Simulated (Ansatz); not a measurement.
**BNH4 (triplet): wave-function methods side by side at distance B1–H4 along a hydrogen transfer = 1.712 Å, cc-pVDZ**

How much of the correlation energy of BNH4 (triplet) does each wave-function method recover here?

Program: Ansatz 0.2.0, Gaussian basis. Level of theory: cc-pVDZ, core rule «outside noble gas», up to 2 orbitals frozen. These are calculated values, not measurements.

Plan: UHF; CCSD(T) on ROHF; CCSD(T) on UHF; BCCD(T) on ROHF; CISD; CCSDT(Q) on ROHF; CCSDT(Q) on UHF; CASSCF and MRCISD+Q, 4 electrons in 4 orbitals; CASSCF and NEVPT2, 4 electrons in 4 orbitals.

7 further runs of the same task are left out: 1 for a mislabelled method, 5 that didn't finish, 1 set aside as unsound or not needed.

**1. What is computed**

The geometry derives from fragments relaxed apart (PBE0/def2-TZVP) and kept rigid, so it is no stationary point. A hydrogen atom is moved between rigid fragments.

6 atoms, charge 0, spin multiplicity 3.

Atoms are counted from 1 here; the program's logs count them from 0.

Bond lengths: B1–H2 1.193 Å, B1–H3 1.193 Å, H4–N5 1.126 Å, N5–H6 1.040 Å. Angles: H2–B1–H3 120.0°, H4–N5–H6 105.0°.

As a file:

```
atom     x (Å)     y (Å)    z (Å)
  B1  -1.50455   0.03509  0.00000
  H2  -2.10128   1.06866  0.00000
  H3  -2.10128  -0.99849  0.00000
  H4   0.20745   0.03509  0.00000
  N5   1.33345   0.03509  0.00000
  H6   1.60253  -0.96914  0.00000
```

**2. UHF**

Input file in.yaml:

```yaml
crystal:
  periodic: [false, false, false]
  atoms:
    - {symbol: B, position_ang: [-1.504549, 0.035086, 0.000000]}
    - {symbol: H, position_ang: [-2.101282, 1.068657, 0.000000]}
    - {symbol: H, position_ang: [-2.101282, -0.998486, 0.000000]}
    - {symbol: H, position_ang: [0.207451, 0.035086, 0.000000]}
    - {symbol: N, position_ang: [1.333451, 0.035086, 0.000000]}
    - {symbol: H, position_ang: [1.602533, -0.969141, 0.000000]}
basis:
  gaussian: {orbitals: cc-pVDZ}
magnetization: {spin_polarized: true, initial_magnetization: 2}
hamiltonian: {xc: hf}
output: {orbitals: {seedname: orbitals}}
```

On the command line:

```sh
ansatz run in.yaml --threads 1 --pin off --events-out ev --progress --plain --max-ram 2393MiB
```

Further steps of the session: CCSD(T) on ROHF; CCSD(T) on UHF; BCCD(T) on ROHF; CISD; CCSDT(Q) on ROHF; CCSDT(Q) on UHF; CASSCF and MRCISD+Q, 4 electrons in 4 orbitals; CASSCF and NEVPT2, 4 electrons in 4 orbitals.

Before running them: what should the planned runs give, taken together? Wanted: UCCSDT(Q) below the RHF energy; RMP2 from UCCSDT(Q); UMP2 from UCCSDT(Q); RCCSD from UCCSDT(Q); RCCSD(T) from UCCSDT(Q); UCCSD(T) from UCCSDT(Q); RCCSDT(Q) from UCCSDT(Q); NEVPT2 pair from UCCSDT(Q); MRCISD+Q pair from UCCSDT(Q).

**Answer**, as computed:

| quantity | value |
| --- | --- |
| UCCSDT(Q) below the RHF energy | -7.5093 eV |
| RMP2 from UCCSDT(Q) | +121.8 kJ/mol |
| UMP2 from UCCSDT(Q) | +123.1 kJ/mol |
| RCCSD from UCCSDT(Q) | +17.1 kJ/mol |
| RCCSD(T) from UCCSDT(Q) | +3.3 kJ/mol |
| UCCSD(T) from UCCSDT(Q) | +3.3 kJ/mol |
| RCCSDT(Q) from UCCSDT(Q) | +0.1 kJ/mol |
| NEVPT2 pair from UCCSDT(Q) | +118.5 kJ/mol |
| MRCISD+Q pair from UCCSDT(Q) | +5.9 kJ/mol |
| levels within 1 kcal/mol (43 meV) | RCCSD(T), UCCSD(T), BCCD(T), RCCSDT, UCCSDT, RCCSDT(Q) |
| T1 diagnostic | 0.025 |

RCCSD(T) lands +3.3 kJ/mol from the yardstick (0.5 % of the correlation energy). Of the multireference levels listed MRCISD+Q pair comes nearest in total energy (+5.9 kJ/mol), which doesn't show that its space is the better one. These misses are within one basis, not against nature; the frozen cores of restricted and unrestricted runs differ, which can shift their rows.
